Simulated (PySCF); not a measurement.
EPR parameters of C4H7O2

Species: C4H7O2 (doublet state).
Cartesian coordinates in Å at the GFN2-xTB level; atoms count from 1:
```xyz
13
C4H7O2 angstrom
C     -2.144   -1.088    0.009
C     -1.244    0.078    0.062
O      0.082   -0.138   -0.014
C      0.950    0.901    0.032
C      2.367    0.410   -0.075
O      0.595    2.051    0.145
H     -1.559   -2.003   -0.034
H     -2.795   -1.118    0.886
H     -2.796   -1.043   -0.868
H     -1.588    1.095    0.148
H      2.503   -0.117   -1.017
H      3.045    1.255   -0.026
H      2.580   -0.283    0.736
```

The hyperfine couplings belong to this conformer and change with its torsions.

The species is `C[CH]OC(C)=O` [radical].

The calculation used UKS B3LYP, pcH-1 on C H O, non-relativistic, mean-field spin-orbit, GIAO (PySCF 2.14.0). The structure is a single GFN2-xTB conformer in the gas phase; no vibrational or solvent corrections. GFN2-xTB frequencies show an imaginary mode (40i cm⁻¹), so this geometry is no minimum at that level. The geometry wasn't refined by DFT: couplings that depend on bond lengths, twists or pyramidal angles can differ widely from those at the functional's own minimum. The SCF solution wasn't tested for stability.

| Quantity | Value |
| --- | --- |
| g1, g2, g3 | 2.00212, 2.00271, 2.00359 |
| g_iso | 2.00281 |
| Form of g | rhombic: the two nearest values differ by 40 % of g3 − g1 |
| ⟨S²⟩ | 0.7540 (exact 0.7500) |
| α and β electrons | 24, 23 |
| Total energy | -307.06871 Eh |

Hyperfine couplings atom by atom, in 10⁻⁴ cm⁻¹; T1 to T3 are the principal values of the dipolar part; ρ(0) is the spin density at the nucleus (1 × 10⁻⁴ cm⁻¹ = 2.998 MHz):

```tsv
atom	isotope	a_iso	T1	T2	T3	Mulliken spin population	ρ(0) (bohr⁻³)
C1	13C	-11.2	-0.7	0.2	0.5	-0.08	-0.0300
C2	13C	30.3	-27.2	-26.3	53.5	0.93	0.0809
O3	17O	-2.0	-9.1	4.2	4.9	0.02	0.0099
C4	13C	1.9	-2.1	-1.2	3.3	0.04	0.0050
C5	13C	-1.3	-0.2	0.0	0.2	-0.01	-0.0035
O6	17O	-1.0	-5.2	2.4	2.8	0.05	0.0049
H7	1H	1.0	-1.5	-1.2	2.8	0.00	0.0007
H8	1H	33.3	-1.7	-1.3	2.9	0.04	0.0223
H9	1H	37.6	-1.7	-1.2	2.9	0.04	0.0252
H10	1H	-22.1	-12.1	-0.2	12.3	-0.04	-0.0148
H11	1H	3.0	-0.6	-0.4	1.0	0.00	0.0020
H12	1H	-0.2	-0.4	-0.4	0.7	0.00	-0.0002
H13	1H	2.9	-0.6	-0.4	1.0	0.00	0.0020
```

The Mulliken spin populations are largest on C2 (+0.93) and C1 (-0.08). C2 is the only atom above +0.15. The positive populations add up to 1.13 and the negative ones to -0.13, together 2S = 1. The angles at C2 add up to 360.0°, so it is planar; its axial dipolar tensor and the negative coupling of its proton fit spin in a p orbital normal to that plane.

Axes: g3 points within 3° of the C1–C2 bond.

Under fast tumbling the dipolar parts average out, and these isotropic splittings remain: 3 × 1H (H7/H8/H9, I = 1/2, 4 lines) with 2.57 mT, 1 × 1H (H10, I = 1/2, 2 lines) with 2.36 mT and 3 × 1H (H11/H12/H13, I = 1/2, 4 lines) with 0.20 mT.

Means are taken over nuclei equivalent by connectivity, which assumes that they swap fast. The three 1H nuclei of mean +71.9 MHz run from 3.1 to 112.8 MHz in the frozen geometry. The three 1H nuclei of mean +5.7 MHz run from -0.7 to 9.1 MHz in the frozen geometry.

The 13C coupling of C2 (91.0 MHz) shows only in satellite lines or after enrichment, since that isotope makes up about 1.07 % of natural carbon.

The 17O coupling of O3 (-6.0 MHz) shows only in satellite lines or after enrichment, since that isotope makes up about 0.038 % of natural oxygen.
